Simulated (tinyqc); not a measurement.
Inside a calculation. Method: harmonic frequencies on the UHF/sto-3g surface (energies and gradients from PySCF), for LiH+, spin multiplicity 2. One step of it, computed by the program tinyqc.

Question. Normal modes. Diagonalise H_ij / sqrt(m_i m_j); the 5 smallest eigenvalues belong to translations and rotations; wavenumber = sqrt(eigenvalue / 1822.888) x 219474.63; each mode has its largest component positive (the first on a tie); zero-point energy = sum of wavenumbers / 2, with 349.755 1/cm per kcal/mol.

Hessian (symmetrised) (hartree/bohr^2):
```
             1Lix         1Liy         1Liz          2Hx          2Hy          2Hz
1Lix  -0.00000712   0.00000000   0.00000000   0.00000712   0.00000000   0.00000000
1Liy   0.00000000  -0.00000712   0.00000000   0.00000000   0.00000712   0.00000000
1Liz   0.00000000   0.00000000   0.02186288   0.00000000   0.00000000  -0.02186288
2Hx    0.00000712   0.00000000   0.00000000  -0.00000712   0.00000000   0.00000000
2Hy    0.00000000   0.00000712   0.00000000   0.00000000  -0.00000712   0.00000000
2Hz    0.00000000   0.00000000  -0.02186288   0.00000000   0.00000000   0.02186288
```

masses (u): 1Li 7.016004, 2H 1.007825

Give: eigenvalues of the mass-weighted Hessian; harmonic wavenumbers of the vibrations; mass-weighted modes; zero-point energy.

Answer.

eigenvalues of the mass-weighted Hessian (hartree/(bohr^2 u)): 0.000  0.000  0.000  0.000  0.000  0.025

harmonic wavenumbers of the vibrations (1/cm): 809.7

mass-weighted modes:
```
      mode 1
1Lix   0.000
1Liy   0.000
1Liz  -0.354
2Hx    0.000
2Hy    0.000
2Hz    0.935
```

zero-point energy = 1.157 kcal/mol
